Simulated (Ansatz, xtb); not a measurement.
**Relative energy of two isomers of H7PSi2**

Structure I: `[SiH3][SiH2]P`, a singlet. Structure II: `[SiH3]P[SiH3]`, a singlet. Both are isolated molecules in the gas phase, relaxed with B3LYP-D3(BJ)/def2-SVP, each in the lowest conformer that the search found.

I (Å):

```xyz
10

P    -0.8517    1.2692   -0.0252
Si    0.0015   -2.0008   -1.8597
Si    0.2341    0.3357   -1.8085
H     0.5544   -2.5737   -0.5962
H    -1.4494   -2.3449   -1.9422
H     0.7106   -2.6186   -3.0202
H     1.6735    0.7209   -1.7089
H    -0.3293    0.9495   -3.0480
H    -0.3278    0.3220    0.9102
H    -2.0506    0.5192   -0.2420
```

II (Å):

```xyz
10

P     0.9394    0.2548   -1.1591
Si    0.6931   -2.0026   -1.3051
Si   -1.2732    0.7847   -1.1192
H     0.2489   -2.4909    0.0315
H    -0.3028   -2.4303   -2.3313
H     2.0188   -2.6011   -1.6318
H     1.0867    0.4528   -2.5679
H    -2.0768    0.0773   -2.1594
H    -1.7963    0.4170    0.2274
H    -1.4085    2.2563   -1.3145
```

Energies in hartree; the thermal terms are from B3LYP-D3(BJ)/def2-SVP harmonic frequencies (ideal gas, rigid rotor, one conformer each, 298.15 K, 1 atm) and include the zero-point energy:

|  | I | II |
| --- | --- | --- |
| E, CCSD(T)/def2-TZVP | −923.181775 | −923.190213 |
| zero-point energy | 0.059304 | 0.059684 |
| H(298 K) − E | 0.067262 | 0.067441 |
| G(298 K) − E | 0.028361 | 0.028860 |

Work out ΔE, ΔE₀, ΔH and ΔG for I → II in kcal/mol (1 Eh = 627.51 kcal/mol) and the equilibrium ratio [II]/[I].

1. ΔE = −923.190213 − (−923.181775) = −0.008438 Eh = −5.29 kcal/mol.
2. ΔE₀ = ΔE + ΔZPE = −0.008438 + (+0.000380) Eh = −5.06 kcal/mol.
3. ΔH = ΔE + (+0.000179) Eh = −5.18 kcal/mol.
4. ΔG = ΔE + (+0.000499) Eh = −4.98 kcal/mol, so ΔS = (ΔH − ΔG)/T = −2.8 J/(mol K).
5. kT = 0.9442 mEh, so K = [II]/[I] = exp(−ΔG/kT) = exp(+8.41) ≈ 4.5 × 10^3.

Structure II is favoured at this temperature. An error of 1 kcal/mol in ΔG would change K by a factor of 5.4. Mirror images and further conformers aren't counted.

As drawn, II has 1 P–Si, 1 Si–H in place of 1 Si–Si, 1 P–H.

Other levels gave ΔE = −14.1 (GFN2-xTB); −1.2 (HF/STO-3G, GFN2-xTB geometries); −4.7 (r2SCAN-D4/def2-SVP, GFN2-xTB geometries); −4.2 (B3LYP-D3(BJ)/def2-SVP); −5.7 (HF/def2-TZVP); −6.9 (MP2/def2-TZVP) kcal/mol. The correlated steps freeze 15 core orbitals. Programs: Ansatz 0.2.0, xtb 6.7.1.
